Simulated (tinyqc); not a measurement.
Hueckel theory of the pi electrons with the omega technique, for the molecule C=C1C=CC=C1 (SMILES; centres numbered as the heavy atoms are written), step by step. One step of it, computed by the program tinyqc.

Problem. Energy, charges, bond orders. E = sum n x; q_r = z_r - P_rr; bond order p = P_rs; free valence = sqrt(3) - sum of p over the bonds of the atom.

final x values: [2.098689, 1.027396, 0.574318, -0.182472, -1.654384, -1.863547]

occupations: [2.000000, 2.000000, 2.000000, 0.000000, 0.000000, 0.000000]

final P, order 1C, 2C, 3C, 4C, 5C, 6C:
```
[[0.729819, 0.794559, 0.201925, -0.327208, -0.327208, 0.201925],
 [0.794559, 1.003294, 0.424860, -0.061853, -0.061853, 0.424860],
 [0.201925, 0.424860, 1.080539, 0.794720, -0.102664, -0.360714],
 [-0.327208, -0.061853, 0.794720, 1.052905, 0.494157, -0.102664],
 [-0.327208, -0.061853, -0.102664, 0.494157, 1.052905, 0.794720],
 [0.201925, 0.424860, -0.360714, -0.102664, 0.794720, 1.080539]]
```

Centres:
```
centre  z_r, pi electrons of the neutral centre         h
1C                                            1  0.000000
2C                                            1  0.000000
3C                                            1  0.000000
4C                                            1  0.000000
5C                                            1  0.000000
6C                                            1  0.000000
```

Bonds:
```
i  j  k
1  2  1
2  3  1
3  4  1
4  5  1
5  6  1
6  2  1
```

Give: pi energy = 6 alpha + this times beta; pi charges; Bond orders and lengths from R = 1.517 - 0.180 p; free valence of the carbons; gap between the highest filled and the next level.

Solution.

pi energy = 6 alpha + this times beta = 7.401

pi charges: [0.270, -0.003, -0.081, -0.053, -0.053, -0.081]

Bond orders and lengths from R = 1.517 - 0.180 p (angstrom, C-C alone):
```
bond      p      R
1-2   0.795  1.374
2-3   0.425  1.441
3-4   0.795  1.374
4-5   0.494  1.428
5-6   0.795  1.374
6-2   0.425  1.441
```

free valence of the carbons: [0.937, 0.088, 0.512, 0.443, 0.443, 0.512]

gap between the highest filled and the next level = 0.757 |beta|
